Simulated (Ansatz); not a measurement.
Two shapes of singlet C2H6O.

Shape 1:

```xyz
9

O     0.0000    0.0000    0.0000
C     0.0000    1.1689    0.7885
C     0.0000   -1.1689    0.7885
H     0.0000    2.0452    0.1401
H    -0.8898    1.1833    1.4178
H     0.8898    1.1833    1.4178
H     0.0000   -2.0452    0.1401
H     0.8898   -1.1833    1.4178
H    -0.8898   -1.1833    1.4178
```

Shape 2:

```xyz
9

O    -0.0491    0.0092    0.0015
C    -0.0003    1.1662    0.7385
C     0.0079   -1.1677    0.8378
H     0.0313    2.0076    0.1294
H    -0.8593    1.1449    1.4081
H     0.8857    1.2200    1.3842
H     0.0340   -2.0777    0.1568
H     0.8719   -1.1570    1.3793
H    -0.8497   -1.2131    1.4163
```

Basis set: 6-31G* (spherical functions). Left uncorrelated: 3 orbitals. Charge 0, multiplicity 1.

Computed with Ansatz (development build ahead of 0.2.0); each method stands on the lowest determinant of its kind that the runs found.

Task: Which shape is lower in energy, and by how much in each method?

Result:

```
 method  E(2) − E(1) (eV)
    RHF             0.327
RHF-MP2             0.377
```

Shape 1 is lower.
